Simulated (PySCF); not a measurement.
Geometry:
```json
{"atom": "N1", "x (Å)": "-0.979", "y (Å)": "0.128", "z (Å)": "-0.029"}
{"atom": "Al2", "x (Å)": "1.074", "y (Å)": "0.109", "z (Å)": "0.120"}
{"atom": "F3", "x (Å)": "1.237", "y (Å)": "1.756", "z (Å)": "0.464"}
{"atom": "H4", "x (Å)": "-1.400", "y (Å)": "0.448", "z (Å)": "0.844"}
{"atom": "H5", "x (Å)": "-1.275", "y (Å)": "0.773", "z (Å)": "-0.764"}
{"atom": "H6", "x (Å)": "-1.375", "y (Å)": "-0.788", "z (Å)": "-0.246"}
{"atom": "H7", "x (Å)": "1.474", "y (Å)": "-0.328", "z (Å)": "-1.365"}
{"atom": "H8", "x (Å)": "1.276", "y (Å)": "-0.877", "z (Å)": "1.362"}
```

Geometry: PBE0-D3(BJ)/def2-SVP; GIAO shifts from PySCF 2.14.0 with density-fitted response routines, gas phase, non-relativistic, averaged over equivalent atoms.

At PBE0/STO-3G (24 basis functions, 2.5 s wall time on 1 thread of an Arm Neoverse N1, shared host):
| atoms | δ (ppm) |
| --- | --- |
| N1 | -3.4 |
| Al2 | 21.8 |
| F3 | -186.4 |
| H4/H5/H6 | 1.73 |
| H7/H8 | 1.22 |

Referencing at the same level of theory: ¹⁵N (σ = 294.71 ppm) against NH3; ²⁷Al (σ = 475.03 ppm) against AlH4-; CFCl3 for ¹⁹F (σ = 304.40 ppm); ¹H (σ = 32.60 ppm) against TMS.

What do these become at B97-D/pcSseg-2?

Answers


```json
{"atoms": "N1", "δ at B97-D/pcSseg-2": "32.1", "change": "+35.5"}
{"atoms": "Al2", "δ at B97-D/pcSseg-2": "44.1", "change": "+22.3"}
{"atoms": "F3", "δ at B97-D/pcSseg-2": "-213.1", "change": "-26.7"}
{"atoms": "H4/H5/H6", "δ at B97-D/pcSseg-2": "1.82", "change": "+0.09"}
{"atoms": "H7/H8", "δ at B97-D/pcSseg-2": "4.07", "change": "+2.85"}
```

Chemical shifts δ = σref − σ; NH3 for ¹⁵N (σ = 257.90 ppm); ²⁷Al (σ = 493.21 ppm) against AlH4-; CFCl3 for ¹⁹F (σ = 154.18 ppm); ¹H (σ = 31.40 ppm) against TMS, all at this level.

The largest change is at N1 (donor nitrogen of a Lewis adduct). Cost: 185 basis functions, 13 s wall time on 1 thread of an Arm Neoverse V2, shared host.

Unscaled 19F shifts against computed CFCl3 carry errors that often reach 10 to 50 ppm. Experimental scales use liquid or dissolved standards, which lie at an offset from isolated NH3 (liquid NH3: subtract about 20 ppm).
